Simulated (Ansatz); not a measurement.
# CH5B (BH2Me): CCSD(T)/STO-3G

What is the vertical ionisation energy of CH5B (BH2Me) at CCSD(T)/STO-3G? 

The results are computed with Ansatz 0.2.0.

53 further runs of the same task are left out: 53 set aside as unsound or not needed.

## (1) The system as given

CH5B: 7 atoms, total charge 0, spin state singlet. SMILES: `[H]B([H])C`. The shape is that of a GFN2-xTB optimisation.

Bond lengths: B1–C4 1.565 Å, B1–H2 1.170 Å, B1–H3 1.170 Å, C4–H5 1.093 Å, C4–H6 1.087 Å, C4–H7 1.088 Å. Angles: B1–C4–H5 107.0°, B1–C4–H6 114.5°, B1–C4–H7 113.9°, H2–B1–C4 120.0°, H3–B1–C4 120.6°, H5–C4–H6 106.4°, H5–C4–H7 105.8°, H6–C4–H7 108.6°, H2–B1–H3 119.4°.

## (2) The energy at CCSD(T)/STO-3G

input.yaml reads:

```yaml
crystal:
  periodic: [false, false, false]
  atoms:
    - symbol: B
      position_ang: [0.444840, 0.781100, 0.006260]
    - symbol: H
      position_ang: [1.614940, 0.782320, 0.008990]
    - symbol: H
      position_ang: [-0.129680, 1.798100, -0.061390]
    - symbol: C
      position_ang: [-0.337160, -0.573970, 0.039720]
    - symbol: H
      position_ang: [-0.405600, -0.929380, -0.991140]
    - symbol: H
      position_ang: [-1.358290, -0.496260, 0.405500]
    - symbol: H
      position_ang: [0.170950, -1.361910, 0.592050]
basis:
  gaussian:
    orbitals: STO-3G
correlation:
  method: ccsd_t
  frozen_orbitals: {B: 1, C: 1, H: 0}
accuracy: high
scf:
  omitted_lower_state_checks: [cluster_reference, increment]
```

The run is started by

```console
$ ansatz run input.yaml --threads 1 --pin off --max-ram 2610MiB --events-out events.jsonl --progress --plain --runs-dir runs
```

The log of the run, cut to the lines that bear on the results:

```text
Warning: RAYON_NUM_THREADS=1 ignored (pool sized by the plan → 1); use --threads N
Functional definition: HF
  name "HF"
[...]
253 factors; integrals over basis functions are off by at most 1.4e-8 eV
[...]
mean field -1759.69033241 eV, -64.6674269550 hartree, gradient 6.6e-9 eV, S^2 0.000000; 0 other end points of the search recorded, 0 dependent functions left out
2 core orbitals not correlated: weight in the atoms' cores, before any rotation towards them, 1.000 or more for the frozen orbitals, at most 0.000 for the correlated occupied ones
reference -1759.69033241 eV, -64.6674269550 hartree; 6, 6 occupied and 7, 7 virtual orbitals, 253 factors
second order -2.31552090 eV of doubles, -0.00000000 eV of singles
cycle   1  -2.88908205 eV  change   -5.7e-1 eV  update   5.3e-2
[...]
cycle  17  -3.17002224 eV  change  -8.3e-10 eV  update  7.2e-10
perturbative correction -0.01813120 eV, -0.0006663092 hartree
Total energy: -1762.87848585 eV, -64.7845894329 hartree
Checks for a lower state left out: cluster_reference, increment
```

It took 0.1 s on 1 thread of Arm Neoverse V2, shared host.

## (3) The doublet cation

run.yaml reads:

```yaml
crystal:
  periodic: [false, false, false]
  atoms:
    - {symbol: B, position_ang: [0.444840, 0.781100, 0.006260]}
    - {symbol: H, position_ang: [1.614940, 0.782320, 0.008990]}
    - {symbol: H, position_ang: [-0.129680, 1.798100, -0.061390]}
    - {symbol: C, position_ang: [-0.337160, -0.573970, 0.039720]}
    - {symbol: H, position_ang: [-0.405600, -0.929380, -0.991140]}
    - {symbol: H, position_ang: [-1.358290, -0.496260, 0.405500]}
    - {symbol: H, position_ang: [0.170950, -1.361910, 0.592050]}
basis:
  gaussian: {orbitals: STO-3G}
total_charge: 1
correlation: {method: ccsd_t, frozen_orbitals: {B: 1, C: 1, H: 0}}
magnetization: {spin_polarized: true, initial_magnetization: 1}
scf: {omitted_lower_state_checks: [cluster_reference, increment]}
accuracy: high
```

The run is started by

```console
$ ansatz run run.yaml --threads 1 --pin off --max-ram 2610MiB --events-out events.jsonl --progress --plain --runs-dir runs
```

The log of the run, cut to the lines that bear on the results:

```text
Warning: RAYON_NUM_THREADS=1 ignored (pool sized by the plan → 1); use --threads N
Functional definition: HF
  name "HF"
[...]
253 factors; integrals over basis functions are off by at most 1.4e-8 eV
[...]
mean field -1748.86578898 eV, -64.2696323214 hartree, gradient 2.4e-8 eV, S^2 0.754649; 4 other end points of the search recorded, 0 dependent functions left out
2 core orbitals not correlated: weight in the atoms' cores, before any rotation towards them, 1.000 or more for the frozen orbitals, at most 0.000 for the correlated occupied ones
reference -1748.86578898 eV, -64.2696323214 hartree; 6, 5 occupied and 7, 8 virtual orbitals, 253 factors
second order -2.13756135 eV of doubles, -0.00000000 eV of singles
cycle   1  -2.69227246 eV  change   -5.5e-1 eV  update   5.6e-2
[...]
cycle  32  -2.98784213 eV  change  -3.9e-10 eV  update  8.2e-10
perturbative correction -0.02742644 eV, -0.0010079032 hartree
Total energy: -1751.88105756 eV, -64.3804413976 hartree
Checks for a lower state left out: cluster_reference, increment
```

It took 0.18 s on 1 thread of Arm Neoverse V2, shared host.

## (4) Outcome

Level: CCSD(T)/STO-3G, 2 core orbitals frozen.

| quantity | value |
| --- | --- |
| singlet CH5B: total energy | -64.78459 Eh |
| singlet CH5B: correlation energy (2 core orbitals frozen) | -117.2 mEh |
| singlet CH5B: (T) correction | -0.67 mEh |
| singlet CH5B: T1 diagnostic | 0.004 |
| doublet cation: total energy | -64.38044 Eh |
| doublet cation: correlation energy (2 core orbitals frozen) | -110.8 mEh |
| doublet cation: (T) correction | -1.01 mEh |
| doublet cation: ⟨S²⟩ of the reference determinant | 0.755 |
| doublet cation: T1 diagnostic | 0.014 |
| vertical ionisation energy (to the doublet cation) | 10.997 eV |

What this shows: Removing an electron at fixed nuclei costs 11.00 eV (254 kcal/mol). In a minimal basis such a difference can be off by several eV, whatever the method. The triples (singlet CH5B) make up 0.6 % of the correlation energy. The triples (doublet cation) make up 0.9 % of the correlation energy.
